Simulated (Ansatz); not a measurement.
CH6B2, SMILES BCB, a short molecular-dynamics run

Program: Ansatz 0.2.0, Python API.

The cells in order, each with its output:

```python
import ansatz as az
import numpy as np

GEOMETRY = """
B    -0.46870    0.58570   -1.04750
C     0.57750   -0.07410   -0.15390
B    -0.10790   -0.56950    1.18950
H    -1.37450    0.02710   -1.45280
H    -0.38850    1.75520   -1.39170
H     1.38960    0.66990    0.07290
H     1.03730   -0.93550   -0.69310
H     0.35370   -0.13920    2.23180
H    -0.93000   -1.36590    1.22770
"""
```

```python
molecule = az.Crystal.molecule()
for line in GEOMETRY.strip().splitlines():
    symbol, *xyz = line.split()
    molecule = molecule.atom(symbol, [float(v) for v in xyz])
```

```python
model = molecule.calculation().basis(gaussian="6-31G").functional("B3LYP", dispersion="d3bj")
symbols = [site.symbol for site in molecule.cartesian_sites]
start = np.array([site.position_ang for site in molecule.cartesian_sites], dtype=float)
data = model.relax(force_tolerance=0.02).run(threads=1, pin="off").report
end = np.array(data["positions_ang"])
minimum = az.Crystal.molecule()
for symbol, place in zip(symbols, end):
    minimum = minimum.atom(symbol, place.tolist())

# dynamics from the relaxed geometry
model = (
    minimum.calculation()
    .basis(gaussian="6-31G")
    .functional("B3LYP", dispersion="d3bj")
    .md("nvt_langevin", timestep=0.5, steps=20, temperature=800, initial_velocities="maxwell_boltzmann", seed=66, friction=0.02)
)
frames = []
outcome = model.session().plan().execute(on_event=lambda e: frames.append(e["data"]) if e["event"] == "md_step" else None)
print("t (fs)   E_pot (eV)      E_kin (eV)   T (K)   d(0-1) (A)")
for f in frames[::3]:
    xyz = np.array(f["positions_ang"])
    print(f"{f['time_fs']:6.2f} {f['lagrangian_ev']:14.5f} {f['e_kin_ev']:10.5f} {f['temperature_k']:8.1f} {np.linalg.norm(xyz[0] - xyz[1]):9.4f}")
print("mean temperature", round(float(np.mean([f["temperature_k"] for f in frames])), 1), "K")
symbols = [site.symbol for site in molecule.cartesian_sites]
with open("last_frame.xyz", "w") as handle:
    handle.write(f"{len(symbols)}\nt = {frames[-1]['time_fs']} fs\n")
    handle.writelines("{:2s} {:10.5f} {:10.5f} {:10.5f}\n".format(s, *xyz) for s, xyz in zip(symbols, frames[-1]["positions_ang"]))
```

    t (fs)   E_pot (eV)      E_kin (eV)   T (K)   d(0-1) (A)
      0.00    -2486.29005    0.82726    711.1    1.5653
      1.50    -2486.11880    0.71021    610.5    1.5865
      3.00    -2485.85937    0.47251    406.2    1.6010
      4.50    -2485.80931    0.51416    442.0    1.6103
      6.00    -2485.81831    0.61328    527.2    1.6187
      7.50    -2485.71837    0.49205    423.0    1.6241
      9.00    -2485.72237    0.44159    379.6    1.6244
    mean temperature 484.2 K

`last_frame.xyz`, as written:
```text
9
t = 10.0 fs
B    -0.47834    0.53673   -1.04019
C     0.68967   -0.07679   -0.09814
B    -0.05347   -0.49535    1.21927
H    -1.32464   -0.13062   -1.72535
H    -0.65999    1.67949   -1.21861
H     1.52814    0.62799   -0.00261
H     0.87574   -0.94972   -0.65154
H    -0.07230    0.20203    2.11775
H    -0.92855   -1.28915    1.02954
```

What to keep in mind:
- Total energies depend on the basis set; only differences at equal settings carry meaning.
- The trajectory is only some femtoseconds long, so its temperature is not equilibrated; where the script doesn't relax first, it starts from a rough generated geometry.
- b3lyp holds the VWN-RPA fit, as in Gaussian; the form of ORCA and Turbomole is b3lyp5.
- The printed temperature counts all 3N degrees of freedom under Langevin dynamics, so the first row lies under the target.
- Timing: 28 s on 1 thread of Intel(R) Xeon(R) Platinum 8488C (Sapphire Rapids) (shared host), peak memory 0.19 GiB.

(Lines on the test bed's own set-up are left out of the output.)
